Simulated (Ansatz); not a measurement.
Geometry optimisation, Ansatz 0.2.0, RKS B3LYP-D4/6-31G*.

The input (input.yaml):

```yaml
crystal:
  periodic: [false, false, false]
  atoms:
    - { symbol: B, position_ang: [-0.81294, -0.948788, 0.30338] }
    - { symbol: H, position_ang: [1.114959, 0.202607, 1.124512] }
    - { symbol: C, position_ang: [1.781226, 0.148959, 0.250898] }
    - { symbol: H, position_ang: [1.829312, -0.883786, -0.097404] }
    - { symbol: H, position_ang: [1.420474, 0.800715, -0.549811] }
    - { symbol: H, position_ang: [2.784614, 0.482599, 0.537886] }
    - { symbol: "N", position_ang: [-1.28161, -0.142794, -0.729277] }
    - { symbol: H, position_ang: [-2.235761, -0.250282, -1.065938] }
    - { symbol: H, position_ang: [-0.763673, 0.59067, -1.199346] }
basis:
  gaussian: { orbitals: "6-31G*" }
hamiltonian:
  xc: b3lyp
  dispersion: d4
relax:
  f_tol: 0.03
  max_steps: 50
output:
  orbitals: {}
```

Launched with:

```bash
$ ansatz run input.yaml --threads 1 --pin off --max-ram 2048MiB --backend cpu --events-out ev --progress --plain --runs-dir out
```

Task: Where does it end, and by what steps?

Result: The run converged. The force dipped under the threshold on the way, but the program's further checks kept it going. After 18 steps the energy has fallen by 0.158 eV; B1 moved furthest, 0.81 Å.

| step | energy less start (eV) | largest force component (eV/Å) | accepted |
| --- | --- | --- | --- |
| 0 | 0.0000 | 0.509 | yes |
| 1 | -0.0928 | 0.245 | yes |
| 2 | -0.1220 | 0.553 | yes |
| 3 | -0.1356 | 0.193 | yes |
| 4 | -0.1409 | 0.069 | yes |
| 5 | -0.1336 | 0.527 | no |
| 6 | -0.1448 | 0.026 | yes |
| 7 | -0.1463 | 0.191 | yes |
| 8 | -0.1400 | 0.377 | no |
| 9 | -0.1486 | 0.109 | yes |
| 10 | -0.1512 | 0.049 | yes |
| 11 | -0.1523 | 0.171 | yes |
| 12 | -0.1530 | 0.320 | yes |
| 13 | -0.1561 | 0.136 | yes |
| 14 | -0.1571 | 0.068 | yes |
| 15 | -0.1576 | 0.065 | yes |
| 16 | -0.1579 | 0.044 | yes |
| 17 | -0.1578 | 0.073 | no |
| 18 | -0.1580 | 0.016 | yes |

```xyz
9
Properties=species:S:1:pos:R:3
B -1.444 -0.578 0.640
H 1.198 -0.085 0.971
C 1.941 0.223 0.228
H 2.051 -0.564 -0.525
H 1.617 1.153 -0.249
H 2.903 0.389 0.718
N -1.471 -0.263 -0.711
H -2.317 -0.300 -1.272
H -0.642 0.025 -1.224
```

The run took 34 s on 1 thread of Arm Neoverse V1, with other jobs on the host, peak memory 0.13 GiB.
